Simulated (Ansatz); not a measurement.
Reaction (SMILES): ClCl (Cl2) + [H][H] (H2) → 2 Cl (HCl)
B3LYP-D3(BJ)/def2-TZVP geometries, fixed; electronic energies without zero-point terms.

Basis-set convergence of the energy of full hydrogenation at B2PLYP with Ansatz (an electronic-structure program). Cartesian d functions, on some or all atoms, in 6-311G**; all else is spherical. Cores are frozen. No added dispersion term, no relativity. Functions are those of the species that has most. Reference: the value in aug-cc-pV(5+d)Z, -45.52 kcal/mol, itself unsure by roughly 0.12 kcal/mol (its mean distance from pcseg-4, aug-pcseg-3, aug-cc-pV(Q+d)Z). Deviations are taken from unrounded values.

| basis | functions | energy of full hydrogenation (kcal/mol) | minus reference (kcal/mol) |
|---|---|---|---|
| pcseg-0 | 26 | -41.83 | 3.68 |
| 6-311G** | 54 | -52.94 | -7.42 |
| 6-311++G(2d,2p) | 70 | -48.52 | -3.00 |
| cc-pV(T+d)Z | 78 | -45.81 | -0.30 |
| def2-TZVPD | 92 | -45.18 | 0.34 |
| aug-pcseg-2 | 100 | -46.28 | -0.76 |
| def2-QZVPPD | 158 | -45.74 | -0.23 |
| aug-cc-pV(Q+d)Z | 178 | -45.78 | -0.26 |
| aug-pcseg-3 | 178 | -45.55 | -0.03 |

The smallest set listed that lies within 2 kcal/mol of the reference with all its larger relatives (same family, alike in diffuse functions; a set with none counts only in the reference's own line) is cc-pV(T+d)Z (78 functions, -0.30 kcal/mol off). (Relatives not listed, tested too: def2-TZVPPD -1.07, cc-pV(Q+d)Z -0.10, cc-pV(5+d)Z 0.06, aug-cc-pV(5+d)Z 0.00 kcal/mol.)
